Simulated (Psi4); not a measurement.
**HS− (hydrosulfide): levels of theory compared**

Wanted: a comparison of 4 runs (HSE06/aug-cc-pVTZ, TPSSh/aug-cc-pVTZ, wB97X-V/aug-cc-pVTZ, OMP2/aug-cc-pVTZ) of HS− (hydrosulfide). 

The results are computed with Psi4 1.11.

## (1) The system as given

HS−: 2 atoms, total charge -1, spin state singlet. As SMILES, `[SH-]`. The S1–H2 distance was set to 1.750 Å, away from the relaxed value.

Bond lengths: S1–H2 1.750 Å.

## (2) The energy at HSE06/aug-cc-pVTZ (run 1)

The input, calc.py:

```python
import psi4

psi4.set_memory(1600000000)
psi4.set_num_threads(1)
psi4.core.set_output_file('psi4.out', False)

molecule = psi4.geometry("""
-1 1
S      1.73771089    -0.56814994     0.89349842
H     -1.08602560     0.35507954    -0.55841407
units bohr
symmetry c1
""")

psi4.set_options(dict(puream=True, e_convergence=1e-09, d_convergence=1e-08, scf_type='pk', dft_radial_points=99, dft_spherical_points=590))

e_tot, wfn = psi4.energy('hse06/aug-cc-pVTZ', return_wfn=True)
psi4.oeprop(wfn, 'LOWDIN_CHARGES', 'MULLIKEN_CHARGES', 'QUADRUPOLE')
print(f'hse06/aug-cc-pVTZ energy: {e_tot:.10f} Eh')
```

On the command line:

```
python calc.py
```

psi4.out:

```text
[...]
  Running in c1 symmetry.
[...]
  Nuclear repulsion =    4.838743781412264
[...]
  Multiplicity = 1
[...]
  Nalpha       = 9
  Nbeta        = 9
[...]
    Number of basis functions: 73
[...]
   @RKS iter   1:  -398.49795551174338   -2.44444e-01   7.12333e-03 ADIIS/DIIS
[...]
   @RKS iter  10:  -398.67906867685349   -1.47224e-11   1.98681e-09 DIIS
[...]
    Orbital Energies [Eh]
    ---------------------
    Doubly Occupied:
       1A    -88.783946     2A     -7.728136     3A     -5.667004
       4A     -5.657739     5A     -5.657739     6A     -0.398543
       7A     -0.099658     8A      0.007195     9A      0.007195
[...]
  @RKS Final Energy:  -398.67906867685349
   => Energetics <=
    Nuclear Repulsion Energy =              4.8387437814122638
    One-Electron Energy =                -564.8846149657937303
    Two-Electron Energy =                 181.2741882750720208
    DFT Exchange-Correlation Energy =     -19.9073857675441239
    Empirical Dispersion Energy =           0.0000000000000000
    VV10 Nonlocal Energy =                  0.0000000000000000
    Total Energy =                       -398.6790686768535465
[...]
 Multipole Moments:
 ------------------------------------------------------------------------------------
     Multipole            Electronic (a.u.)      Nuclear  (a.u.)        Total (a.u.)
 ------------------------------------------------------------------------------------
 L = 1.  Multiply by 2.5417464519 to convert [e a0] to [Debye]
 Dipole X            :          0.0000000           -0.0000000            0.0000000
 Dipole Y            :          0.0000000            0.0000000            0.0000000
 Dipole Z            :          1.7139862           -1.5888452            0.1251410
 Magnitude           :                                                    0.1251410
 L = 2.  Multiply by 1.3450342976 to convert [e a0^2] to [Debye ang]
 Quadrupole XX       :        -16.3573922            0.0000000          -16.3573922
 Quadrupole XY       :         -0.0000000           -0.0000000           -0.0000000
[...]
  Mulliken Charges: (a.u.)
   Center  Symbol    Alpha    Beta     Spin     Total
       1     S     8.47355  8.47355  0.00000 -0.94710
       2     H     0.52645  0.52645  0.00000 -0.05290
   Total alpha =  9.00000, Total beta =  9.00000, Total charge = -1.00000
  Lowdin Charges: (a.u.)
   Center  Symbol    Alpha    Beta     Spin     Total
       1     S     8.22249  8.22249  0.00000 -0.44498
       2     H     0.77751  0.77751  0.00000 -0.55502
  Total alpha =  9.00000, Total beta =  9.00000, Total charge = -1.00000
```

Standard output:

```text
hse06/aug-cc-pVTZ energy: -398.6790686769 Eh
```

It took 8.7 s on 1 thread of Intel Xeon 6975P-C (Granite Rapids), shared host; peak memory 0.71 GiB.

## (3) Energy and gradient at TPSSh/aug-cc-pVTZ (run 2)

The input, job.dat:

```
memory 1600 MB

molecule molecule1 {
  -1 1
  S      0.919557    -0.300652     0.472819
  H     -0.574700     0.187900    -0.295500
  symmetry c1
  no_reorient
  no_com
}

set basis aug-cc-pVTZ
set puream true
set e_convergence 1e-09
set d_convergence 1e-08
set scf_type pk
set dft_radial_points 99
set dft_spherical_points 590

result, w = gradient("tpssh", return_wfn=True)
oeprop(w, "WIBERG_LOWDIN_INDICES", "QUADRUPOLE", "MULLIKEN_CHARGES", title="TPSSH")
print_variables()
```

On the command line:

```
psi4 -n 1 job.dat job.out
```

job.out:

```text
[...]
  Running in c1 symmetry.
[...]
  Nuclear repulsion =    4.838743782838086
[...]
  Multiplicity = 1
[...]
  Nalpha       = 9
  Nbeta        = 9
[...]
    Number of basis functions: 73
[...]
   @RKS iter   1:  -398.63653822681590   -2.28043e-01   7.25026e-03 ADIIS/DIIS
[...]
   @RKS iter  10:  -398.82188982075519   -1.83036e-11   5.23101e-09 DIIS
[...]
    Orbital Energies [Eh]
    ---------------------
    Doubly Occupied:
       1A    -88.484762     2A     -7.603971     3A     -5.558584
       4A     -5.548008     5A     -5.548008     6A     -0.376870
       7A     -0.093768     8A      0.014884     9A      0.014884
[...]
  @RKS Final Energy:  -398.82188982075519
   => Energetics <=
    Nuclear Repulsion Energy =              4.8387437828380859
    One-Electron Energy =                -564.8969739269299453
    Two-Electron Energy =                 184.8259648523336409
    DFT Exchange-Correlation Energy =     -23.5896245289969073
    Empirical Dispersion Energy =           0.0000000000000000
    VV10 Nonlocal Energy =                  0.0000000000000000
    Total Energy =                       -398.8218898207551888
[...]
  -Total Gradient:
     Atom            X                  Y                   Z
    ------   -----------------  -----------------  -----------------
       1        0.061376698250    -0.020067303477     0.031558750223
       2       -0.061376361682     0.020067193430    -0.031558577160
[...]
 Multipole Moments:
 ------------------------------------------------------------------------------------
     Multipole            Electronic (a.u.)      Nuclear  (a.u.)        Total (a.u.)
 ------------------------------------------------------------------------------------
 L = 1.  Multiply by 2.5417464519 to convert [e a0] to [Debye]
 Dipole X            :        -28.2485850           26.7173486           -1.5312364
 Dipole Y            :          9.2359620           -8.7353195            0.5006425
 Dipole Z            :        -14.5248937           13.7375606           -0.7873331
 Magnitude           :                                                    1.7931038
 L = 2.  Multiply by 1.3450342976 to convert [e a0^2] to [Debye ang]
 Quadrupole XX       :        -66.2959150           49.4936776          -16.8022374
 Quadrupole XY       :         16.3415112          -16.1821108            0.1594003
[...]
  Mulliken Charges: (a.u.)
   Center  Symbol    Alpha    Beta     Spin     Total
       1     S     8.48072  8.48072  0.00000 -0.96145
       2     H     0.51928  0.51928  0.00000 -0.03855
   Total alpha =  9.00000, Total beta =  9.00000, Total charge = -1.00000
  Wiberg Bond Indices using Orthogonal Lowdin Orbitals:
[...]
```

It took 9.9 s on 1 thread of Intel Xeon 6975P-C (Granite Rapids), shared host; peak memory 1 GiB.

Run 3 isn't shown in full; the table further down has it.

## (4) The energy at OMP2/aug-cc-pVTZ (density fitting for correlation) (run 4)

The input, hs.xyz:

```xyz
2
HS
S      0.919557    -0.300652     0.472819
H     -0.574700     0.187900    -0.295500
```

The input, run.py:

```python
import numpy as np
from ase.calculators.psi4 import Psi4
from ase.io import read

a = read('hs.xyz')
calc = Psi4(atoms=a, method='omp2', basis='aug-cc-pVTZ', memory='1600MB', num_threads=1, charge=-1, multiplicity=1, label='calc')
calc.psi4.set_options({'puream': True, 'e_convergence': 1e-09, 'd_convergence': 1e-08, 'scf_type': 'pk', 'num_frozen_docc': 5})
a.calc = calc

print(f'energy: {a.get_potential_energy():.6f} eV')
```

On the command line:

```
python run.py
```

calc.dat:

```text
[...]
  Running in c1 symmetry.
[...]
  Nuclear repulsion =    4.838743782838086
[...]
  Multiplicity = 1
[...]
  Nalpha       = 9
  Nbeta        = 9
[...]
    Number of basis functions: 73
[...]
   @RHF iter   1:  -397.98438817888609   -5.32550e-01   5.10243e-03 DIIS/ADIIS
[...]
   @RHF iter  10:  -398.10018588590077   -1.93268e-11   5.96632e-09 DIIS
[...]
    Orbital Energies [Eh]
    ---------------------
    Doubly Occupied:
       1A    -91.698956     2A     -8.694046     3A     -6.375034
       4A     -6.373256     5A     -6.373256     6A     -0.610291
       7A     -0.205144     8A     -0.104916     9A     -0.104916
[...]
  @RHF Final Energy:  -398.10018588590077
   => Energetics <=
    Nuclear Repulsion Energy =              4.8387437828380859
    One-Electron Energy =                -564.7982324222912212
    Two-Electron Energy =                 161.8593027535523845
    Total Energy =                       -398.1001858859008280
[...]
 Multipole Moments:
 ------------------------------------------------------------------------------------
     Multipole            Electronic (a.u.)      Nuclear  (a.u.)        Total (a.u.)
 ------------------------------------------------------------------------------------
 L = 1.  Multiply by 2.5417464519 to convert [e a0] to [Debye]
 Dipole X            :          1.5062391           -1.3568080            0.1494311
 Dipole Y            :         -0.4924696            0.4436126           -0.0488570
 Dipole Z            :          0.7744800           -0.6976453            0.0768347
 Magnitude           :                                                    0.1749863
[...]
	Warning: cc_lambda option is changed to TRUE
	For this residual convergence, default PCG convergence is:     1.00e-07
[...]
	DF-MP2 Total Energy (a.u.)         :  -398.30275445174328
[...]
	DF-MP2 Total Energy (a.u.)         :  -398.30576453369133
[...]
	DF-OMP2 Total Energy (a.u.)        :  -398.30576453369594
[...]
```

The script printed:

```text
energy: -10838.451914 eV
```

It took 4.5 s on 1 thread of Intel Xeon 6975P-C (Granite Rapids), shared host; peak memory 0.47 GiB.

## (5) The series

| run | level | task | frozen core orbitals | energy (Eh) | HOMO energy (eV) | LUMO energy (eV) | HOMO–LUMO gap (eV) | wall time |
| --- | --- | --- | --- | --- | --- | --- | --- | --- |
| 1 | HSE06/aug-cc-pVTZ | energy | 0 | -398.679069 | 0.20 | 3.11 | 2.91 | 8.7 s |
| 2 | TPSSh/aug-cc-pVTZ | gradient | 0 | -398.821890 | 0.41 | 3.21 | 2.80 | 9.9 s |
| 3 | wB97X-V/aug-cc-pVTZ | energy | 0 | -398.738026 | -2.49 | 4.32 | 6.81 | 9.6 s |
| 4 | OMP2/aug-cc-pVTZ (density fitting for correlation) | energy | 5 | -398.305765 | -2.85 | 4.33 | 7.18 | 4.5 s |

## (6) Summary of results

```
                                                    quantity          value
                                         run 4: total energy  -398.30576 Eh
                  run 4: HOMO energy (Hartree–Fock orbitals)       -2.85 eV
                  run 4: LUMO energy (Hartree–Fock orbitals)        4.33 eV
run 4: HOMO–LUMO gap (to an unbound level, set by the basis)        7.18 eV
          run 4: correlation energy (5 core orbitals frozen)     -205.6 mEh
```

**Reading.** Over runs 1, 2, 3 the HOMO–LUMO gap runs from 2.80 eV (TPSSh/aug-cc-pVTZ) to 6.81 eV (wB97X-V/aug-cc-pVTZ). The empty levels of an anion lie above zero and hang on the basis. Totals of different functionals can't be ranked against each other. In runs 1, 2 the HOMO lies above zero, so the outermost electron may be held by the basis alone. All runs together took 33 s, the longest 9.9 s.
